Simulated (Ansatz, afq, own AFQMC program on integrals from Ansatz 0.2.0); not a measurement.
Atomization energy of CH$_{3}$Ge, doublet

```tsv
atom	x (Å)	y (Å)	z (Å)
Ge	0.0000	0.0000	0.3544
C	0.0103	0.0000	-1.6349
H	-1.0513	0.0000	-1.9236
H	0.4627	0.8945	-2.0693
H	0.4627	-0.8945	-2.0693
```

Connectivity, by distances: Ge–CH3.

Atoms in their ground-state spins without spin–orbit coupling (mostly on UHF) minus the molecule (UHF), without zero-point energy. The geometry is a stationary point, not shown to be a minimum.

Basis cc-pVDZ. Noble-gas cores (and the filled d shells of Ga–Kr and In–Xe) are frozen. Integrals, coupled cluster, full CI and functionals: Ansatz 0.2.0; the random walks run on the same integrals in our own AFQMC program. ph-AFQMC/CISD is guided by a CISD state made of CCSD amplitudes; releasing the constraint for a short imaginary time cuts its bias at the price of noise, slowly where states lie close. Error bars are statistical, one sigma. No spin–orbit coupling. The errors of all members are added in quadrature.

No full CI on the walks' own integrals is used here. The released AFQMC energy serves as the reference, which it does only where one determinant dominates, the energy is flat over the last release times and near the phaseless one (40 meV or 2 meV an electron, half that with transition metals). On small molecules, where full CI could be run and the noise was under 10 meV, such values lay within 10 meV of it in 19 cases of 20, a flattering rate, since the rule was set on those same cases; what remains of the bias isn't in the error bar. Each member takes its own surest rung, up to full CI.

The best estimate is CCSD(T) at the basis-set limit (CBS: def2-TZVPP and def2-QZVPP, with their diffuse functions for anions and beside diffuse sets, MP2 extrapolated, CCSD(T) minus MP2 from TZVPP) plus the step from CCSD(T) to AFQMC with the constraint released in cc-pVDZ. Rows without CBS are in cc-pVDZ, the functionals in def2-TZVP; B2PLYP and the wave-function rows carry a basis error of their own. Core correlation and relativity beyond core potentials are missing, and ± holds the sampling alone.

Cautions: inner d shell frozen; no relativity below Rb; no spin-orbit coupling; CH₃Ge (doublet): the released value is read at 2.40 1/Eh with a noise of 15 meV, more than in the cases checked (meV from the phaseless value at times in 1/Eh: -14 ± 17 at 0.24, -25 ± 11 at 0.51, -21 ± 12 at 0.99, -12 ± 17 at 1.62, -17 ± 15 at 2.40); other spins of the molecule weren't checked.

```tsv
level	atomization energy (kJ/mol)
B2PLYP	1528.0
PBE0	1548.6
CCSD	1416.1
```

From these cheaper values, estimate the atomization energy at the level of the best estimate.

1549.4 ± 1.4 kJ/mol (best estimate, highest rung released AFQMC).

```csv
level,atomization energy (kJ/mol),error against the best estimate (kJ/mol)
HF,1129.0,-420.5 ± 1.4
MP2,1427.7,-121.8 ± 1.4
CCSD(T),1428.5,-120.9 ± 1.4
ph-AFQMC/CISD,1429.3 ± 0.9,-120.2 ± 1.7
released AFQMC,1430.3 ± 1.4,-119.1
HF/CBS,1154.3,-395.1 ± 1.4
MP2/CBS,1545.8,-3.6 ± 1.4
CCSD(T)/CBS,1547.6,-1.8 ± 1.4
PBE,1567.0,17.5 ± 1.4
r2SCAN,1553.8,4.4 ± 1.4
B3LYP,1546.0,-3.4 ± 1.4
wB97M-V,1550.6,1.2 ± 1.4
```

Correlation beyond CCSD(T) changes it by less than twice the noise. Going to the basis-set limit adds 119.1 kJ/mol at CCSD(T). The perturbative (T) step is worth +12.4 kJ/mol.

Best estimates are given only where the step beyond CCSD(T) is under 0.3 eV and no member's determinant is very poor (T1 over 0.05, or 0.07 for open shells, ⟨S²⟩ too high by 0.3, two states mixed), so the hardest cases are missing from such tables.

The functionals ran in a triple-zeta set and keep a basis error of their own, a few kJ/mol for each bond in atomization energies and more for double hybrids, so close places among them and the extrapolated levels can swap.

Each member of a difference takes its own highest rung, so a best estimate needn't equal the limit plus the step of one row. A walk keeps the symmetry of its determinant, which the program's search chose and which needn't be the lowest solution, so a lower state of the same spin and another symmetry isn't excluded. Released energies are given only where the last usable release times agree within the noise; a slower fall can still hide under it.
